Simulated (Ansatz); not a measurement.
Abridged output of a molecular run in Ansatz:

```
Functional definition: HF
866 factors; integrals over basis functions are off by at most 1.2e-3 eV
mean field evaluation 1: about -6863.8895 eV, gradient 2.9e1 eV
mean field evaluation 2: about -6864.0023 eV, gradient 2.9e1 eV
mean field evaluation 4: about -6866.4599 eV, gradient 4.3e0 eV
mean field evaluation 8: about -6866.5373 eV, gradient 1.8e-1 eV
mean field evaluation 16: about -6866.4177 eV, gradient 1.2e0 eV
mean field -6866.53769290 eV, -252.3406059076 hartree, gradient 7.6e-6 eV, S^2 0.000000; 0 other end points of the search recorded, 0 dependent functions left out; unrestricted orbitals would lower it
5 core orbitals not correlated: weight in the atoms' cores, before any rotation towards them, 1.000 or more for the frozen orbitals, at most 0.000 for the correlated occupied ones
reference -6866.53769290 eV, -252.3406059076 hartree; 13, 13 occupied and 67, 67 virtual orbitals, 866 factors
second order -18.74659292 eV of doubles, -0.00000000 eV of singles
cycle   1  -18.95097610 eV  change   -2.0e-1 eV  update   1.2e-1
cycle   2  -19.48023458 eV  change   -5.3e-1 eV  update   4.2e-2
cycle   3  -19.65665305 eV  change   -1.8e-1 eV  update   2.3e-2
cycle   4  -19.66421937 eV  change   -7.6e-3 eV  update   7.3e-3
cycle   5  -19.66430307 eV  change   -8.4e-5 eV  update   3.5e-3
cycle   6  -19.66552825 eV  change   -1.2e-3 eV  update   1.3e-3
cycle   7  -19.66556184 eV  change   -3.4e-5 eV  update   4.8e-4
cycle   8  -19.66547658 eV  change    8.5e-5 eV  update   1.9e-4
cycle   9  -19.66548203 eV  change   -5.4e-6 eV  update   7.8e-5
cycle  10  -19.66548497 eV  change   -2.9e-6 eV  update   2.7e-5
perturbative correction -0.75948702 eV, -0.0279106333 hartree
Total energy: -6886.96266489 eV, -253.0912097837 hartree
```

Its atoms:

Cartesian coordinates in Å:
```
C -0.3881 1.6893 -0.9321
C -0.1346 0.5635 -0.3159
C 0.1158 -0.5201 0.2834
C 0.3325 -1.6663 0.8742
F 1.2906 -1.8286 1.7916
H -1.1816 1.7574 -1.6680
H 0.1896 2.5825 -0.7220
H -0.2243 -2.5778 0.6889
```

(1) Which basis set was used?
A. def2-SVP
B. cc-pV(Q+d)Z
C. cc-pV(T+d)Z
D. def2-QZVPP

(2) Write the keys of the input that set method, charge and spin (a neutral closed shell needs none for the last two).

Results:

(1) A. It gives 85 functions.

(2) 
```yaml
correlation: {method: ccsd_t}
```
